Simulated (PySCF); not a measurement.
Molfile (atoms numbered from 1):
```
C4H10N2
     RDKit          3D

 16 16  0  0  0  0  0  0  0  0999 V2000
   -1.3442    0.3712   -0.2970 C   0  0  0  0  0  0  0  0  0  0  0  0
   -0.3464    1.3421    0.3347 C   0  0  0  0  0  0  0  0  0  0  0  0
    1.0352    1.0207    0.0200 N   0  0  0  0  0  0  0  0  0  0  0  0
    1.3442   -0.3712    0.2970 C   0  0  0  0  0  0  0  0  0  0  0  0
    0.3464   -1.3421   -0.3347 C   0  0  0  0  0  0  0  0  0  0  0  0
   -1.0352   -1.0207   -0.0200 N   0  0  0  0  0  0  0  0  0  0  0  0
   -1.3341    0.5106   -1.3951 H   0  0  0  0  0  0  0  0  0  0  0  0
   -2.3736    0.5878    0.0347 H   0  0  0  0  0  0  0  0  0  0  0  0
   -0.4609    1.3078    1.4352 H   0  0  0  0  0  0  0  0  0  0  0  0
   -0.5560    2.3816    0.0313 H   0  0  0  0  0  0  0  0  0  0  0  0
    1.2134    1.2182   -0.9638 H   0  0  0  0  0  0  0  0  0  0  0  0
    2.3736   -0.5878   -0.0347 H   0  0  0  0  0  0  0  0  0  0  0  0
    1.3341   -0.5106    1.3951 H   0  0  0  0  0  0  0  0  0  0  0  0
    0.4609   -1.3078   -1.4352 H   0  0  0  0  0  0  0  0  0  0  0  0
    0.5560   -2.3816   -0.0313 H   0  0  0  0  0  0  0  0  0  0  0  0
   -1.2134   -1.2182    0.9638 H   0  0  0  0  0  0  0  0  0  0  0  0
  1  2  1  0
  2  3  1  0
  3  4  1  0
  4  5  1  0
  5  6  1  0
  6  1  1  0
  1  7  1  0
  1  8  1  0
  2  9  1  0
  2 10  1  0
  3 11  1  0
  4 12  1  0
  4 13  1  0
  5 14  1  0
  5 15  1  0
  6 16  1  0
M  END
```

PySCF calculation with shieldings: GIAO B97-2/pcSseg-2 and geometry: PBE0-D3(BJ)/def2-SVP; non-relativistic Hamiltonian, one computed conformer, no solvent, averaged over atoms made equivalent by symmetry, fast rotation or ring inversion.

Shifts are taken against calculated references (same method and geometry level): ¹³C (183.46 ppm) and ¹H (31.36 ppm) vs TMS; ¹⁵N (259.60 ppm) against NH3.

```
                       atoms  nucleus  count  δ (ppm)
                 C1/C2/C4/C5      ¹³C      4     53.1
                     H11/H16       ¹H      2        ?
H7/H8/H9/H10/H12/H13/H14/H15       ¹H      8     2.60
                       N3/N6      ¹⁵N      2        ?
```

**Question.** Complete the table.

**Answer.** 
- H11/H16: 0.43 ppm, hydrogen on an amine nitrogen; exchangeable, gas-phase position
- N3/N6: 51.5 ppm, amine nitrogen

OH/NH shifts are gas-phase values; hydrogen bonding in solution moves them, usually downfield. Shifts are as computed. Against solution values, carbons near 30 ppm lie about +4 ppm off and those near 130 ppm about +7 ppm. Of 1211 compounds with measured shifts, 218 miss one by over three times the rms of a fit or turn the order of signals round; such compounds aren't used in these exercises. Experimental scales use liquid or dissolved standards, which lie at an offset from isolated NH3 (liquid NH3: subtract about 20 ppm).
